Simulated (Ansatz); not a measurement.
`CC(F)C(F)F`, charge 0, multiplicity 1.

Give a relaxed structure at PBE0-D4/def2-TZVP (Ansatz). (Best estimate.)

The calculation gave: 
```xyz
11

C     0.0713    0.9426   -0.9044
C    -0.3243   -0.3821   -0.3104
F     0.2073   -1.4093   -1.0688
C     0.1947   -0.5730    1.1008
F    -0.2607   -1.7379    1.6109
F    -0.2707    0.4298    1.8875
H    -0.2841    1.0029   -1.9335
H     1.1577    1.0567   -0.9051
H    -0.3684    1.7611   -0.3334
H    -1.4120   -0.5109   -0.2914
H     1.2893   -0.5798    1.1478
```
This is one stationary point; other conformers may exist.
